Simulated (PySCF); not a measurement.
Coordinates in bohr (charge 0 multiplicity 1):
```
S     0.0000    0.0000    0.2666
O     2.3921    0.2580    1.5260
O    -2.3921   -0.2580    1.5260
O    -0.3288    2.3283   -1.6575
O     0.3288   -2.3283   -1.6575
H     1.3399    2.9119   -2.1439
H    -1.3399   -2.9119   -2.1439
```

These are results of PySCF, PBE0, basis S def2-SVP, O def2-SVP, H def2-SVP (no relativity, density fitting), not measurements.

This geometry of SO2(OH)2 is a stationary point at this level.

Problem. What is the point group?

Solution. C2.

Problem. Is it a minimum?

Solution. Yes: all harmonic wavenumbers are real.

Problem. List the harmonic modes with their infrared intensities.

Solution. 
| symmetry | ω (cm⁻¹) | IR (km/mol) |
| --- | --- | --- |
| a | 249 | 100 |
| b | 323 | 60.0 |
| a | 364 | 3.5 |
| a | 429 | 21.3 |
| b | 481 | 55.9 |
| a | 531 | 63.2 |
| b | 539 | 36.2 |
| a | 837 | 112 |
| b | 896 | 363 |
| a | 1127 | 70.8 |
| b | 1147 | 91.8 |
| a | 1231 | 200 |
| b | 1483 | 283 |
| b | 3815 | 247 |
| a | 3821 | 54.5 |

Problem. What is the atomisation energy, with and without zero-point energy?

Solution. 2288 kJ/mol without, 2185 kJ/mol with.

In C2 the vibrations span 8a + 7b.

This need not be the most stable arrangement of these atoms.
